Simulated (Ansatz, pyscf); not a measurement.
HN=SiH–Cl (SMILES N=[SiH]Cl) -> H₂N–Si:–Cl (SMILES N[Si]Cl) [singlet], a hydrogen shift on the singlet surface: H–Si broken, H–N formed. PySCF, gas phase, ωB97X-D3(BJ)/def2-SVP geometries. Wave-function energies: Ansatz (an electronic-structure program), frozen core, RHF or UHF references. In kcal/mol, from the reactant's lowest minimum found.

```
level                   barrier  reaction energy
----------------------  -------  ---------------
PBE0-D3(BJ)/def2-TZVP     44.48           -24.58
B3LYP-D3(BJ)/def2-TZVP    44.35           -23.95
CCSD(T)/cc-pV(D+d)Z       44.68           -23.43
CCSDT(Q)/cc-pV(D+d)Z      44.16           -23.15
CCSD(T)/cc-pV(T+d)Z       44.72           -24.03
CCSD(T)/cc-pV(Q+d)Z       45.05           -23.31
```

In cc-pV(D+d)Z, going from CCSD(T) to CCSDT(Q) shifts the barrier by -0.52 and the reaction energy by +0.28 kcal/mol. With HF in the quadruple-zeta basis and the correlation energy extrapolated as X⁻³ from X = 3, 4, CCSD(T) gives 45.06 and -23.24; adding the double-zeta shift gives ΔE‡ = 44.54 and ΔE = -22.96 kcal/mol, without core correlation, relativity or geometry relaxation at these levels. This is the saddle that the search found; another between the same sides may lie lower.
